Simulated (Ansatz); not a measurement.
Consider the atomization: `C#CC#C` → 4 C• + 2 H•.

Program: Ansatz. Geometries: PBE0-D4/def2-TZVP. ΔE: electronic, gas phase. CCSD(T)/CBS is frozen-core, at the limit of the def2 triple- and quadruple-zeta sets. Functionals use def2-TZVPP. B3LYP here is the variant with VWN-RPA as its local correlation; programs differ in this. HSE06 is defined as in plane-wave codes. No spin–orbit coupling; open shells (•) take unrestricted orbitals. Spin–orbit coupling would lower the free atoms: a little for C.

```json
{"level": "LDA (SPW92)", "ΔE (kcal/mol)": "811.0", "difference from CCSD(T)/CBS": "118.0"}
{"level": "revPBE-D4", "ΔE (kcal/mol)": "706.9", "difference from CCSD(T)/CBS": "13.9"}
{"level": "B97M-V", "ΔE (kcal/mol)": "698.2", "difference from CCSD(T)/CBS": "5.2"}
{"level": "PBE0-D4", "ΔE (kcal/mol)": "705.4", "difference from CCSD(T)/CBS": "12.4"}
{"level": "B3LYP-D4", "ΔE (kcal/mol)": "698.0", "difference from CCSD(T)/CBS": "5.0"}
{"level": "r2SCANh-D4", "ΔE (kcal/mol)": "692.3", "difference from CCSD(T)/CBS": "-0.7"}
{"level": "r2SCAN0-D4", "ΔE (kcal/mol)": "681.6", "difference from CCSD(T)/CBS": "-11.4"}
{"level": "HSE06-D4", "ΔE (kcal/mol)": "706.3", "difference from CCSD(T)/CBS": "13.3"}
{"level": "CAM-B3LYP-D4", "ΔE (kcal/mol)": "695.9", "difference from CCSD(T)/CBS": "2.9"}
{"level": "ωB97X-V", "ΔE (kcal/mol)": "689.0", "difference from CCSD(T)/CBS": "-4.0"}
{"level": "B2PLYP", "ΔE (kcal/mol)": "695.0", "difference from CCSD(T)/CBS": "2.0"}
{"level": "PBE-QIDH", "ΔE (kcal/mol)": "696.3", "difference from CCSD(T)/CBS": "3.3"}
{"level": "PBE", "ΔE (kcal/mol)": "727.2", "difference from CCSD(T)/CBS": "34.2"}
{"level": "BLYP", "ΔE (kcal/mol)": "701.2", "difference from CCSD(T)/CBS": "8.2"}
{"level": "r2SCANh", "ΔE (kcal/mol)": "691.8", "difference from CCSD(T)/CBS": "-1.2"}
{"level": "HSE06", "ΔE (kcal/mol)": "704.7", "difference from CCSD(T)/CBS": "11.7"}
{"level": "CAM-B3LYP", "ΔE (kcal/mol)": "694.2", "difference from CCSD(T)/CBS": "1.2"}
{"level": "LC-ωPBE", "ΔE (kcal/mol)": "692.7", "difference from CCSD(T)/CBS": "-0.3"}
{"level": "HF/def2-SVP", "ΔE (kcal/mol)": "504.0", "difference from CCSD(T)/CBS": "-189.0"}
{"level": "CCSD(T)/def2-SVP", "ΔE (kcal/mol)": "667.0", "difference from CCSD(T)/CBS": "-26.0"}
{"level": "HF/def2-TZVPP", "ΔE (kcal/mol)": "493.7", "difference from CCSD(T)/CBS": "-199.3"}
{"level": "CCSD/def2-TZVPP", "ΔE (kcal/mol)": "657.5", "difference from CCSD(T)/CBS": "-35.5"}
{"level": "HF/def2-QZVPP", "ΔE (kcal/mol)": "494.4", "difference from CCSD(T)/CBS": "-198.6"}
{"level": "SCS-MP2/def2-QZVPP", "ΔE (kcal/mol)": "702.7", "difference from CCSD(T)/CBS": "9.7"}
{"level": "CCSD/def2-QZVPP", "ΔE (kcal/mol)": "667.4", "difference from CCSD(T)/CBS": "-25.6"}
{"level": "CCSD(T)/def2-QZVPP", "ΔE (kcal/mol)": "685.3", "difference from CCSD(T)/CBS": "-7.7"}
{"level": "HF/CBS(def2)", "ΔE (kcal/mol)": "494.5", "difference from CCSD(T)/CBS": "-198.5"}
{"level": "CCSD/CBS(def2)", "ΔE (kcal/mol)": "674.3", "difference from CCSD(T)/CBS": "-18.7"}
{"level": "HF/cc-pV(D+d)Z", "ΔE (kcal/mol)": "479.3", "difference from CCSD(T)/CBS": "-213.7"}
{"level": "MP2/cc-pV(D+d)Z", "ΔE (kcal/mol)": "660.7", "difference from CCSD(T)/CBS": "-32.3"}
{"level": "CCSD/cc-pV(D+d)Z", "ΔE (kcal/mol)": "619.0", "difference from CCSD(T)/CBS": "-74.0"}
{"level": "CCSD(T)/cc-pV(D+d)Z", "ΔE (kcal/mol)": "632.2", "difference from CCSD(T)/CBS": "-60.8"}
{"level": "HF/cc-pV(T+d)Z", "ΔE (kcal/mol)": "492.9", "difference from CCSD(T)/CBS": "-200.1"}
{"level": "MP2/cc-pV(T+d)Z", "ΔE (kcal/mol)": "701.5", "difference from CCSD(T)/CBS": "8.5"}
{"level": "CCSD/cc-pV(T+d)Z", "ΔE (kcal/mol)": "656.3", "difference from CCSD(T)/CBS": "-36.7"}
{"level": "CCSD(T)/cc-pV(T+d)Z", "ΔE (kcal/mol)": "673.4", "difference from CCSD(T)/CBS": "-19.6"}
{"level": "CCSD(T)/cc-pV(Q+d)Z", "ΔE (kcal/mol)": "685.1", "difference from CCSD(T)/CBS": "-7.9"}
{"level": "HF/CBS(cc)", "ΔE (kcal/mol)": "494.7", "difference from CCSD(T)/CBS": "-198.3"}
{"level": "CCSD/CBS(cc)", "ΔE (kcal/mol)": "674.3", "difference from CCSD(T)/CBS": "-18.7"}
{"level": "CCSD(T)/CBS(cc)", "ΔE (kcal/mol)": "692.9", "difference from CCSD(T)/CBS": "-0.1"}
{"level": "CCSD(T)/CBS", "ΔE (kcal/mol)": "693.0", "difference from CCSD(T)/CBS": "0"}
```

Largest T1 diagnostic among the species: 0.014.

From PBE to PBE0 (25 % exact exchange), in def2-TZVPP and without D4, ΔE moves by −23.5 kcal/mol: exact exchange takes away binding that semilocal exchange gives to molecules. Leaving LDA and LC-ωPBE aside and taking each functional with its dispersion term where it has one, the values, not all of them listed here, spread over 63.7 kcal/mol, from BHLYP-D4 to PBE-D4. LDA lies +83.8 kcal/mol from PBE without D4, its usual overbinding.

CCSD(T)/CBS has its own doubt, a few kJ/mol and more with outer-core shells, so smaller differences from it don't rank the levels.
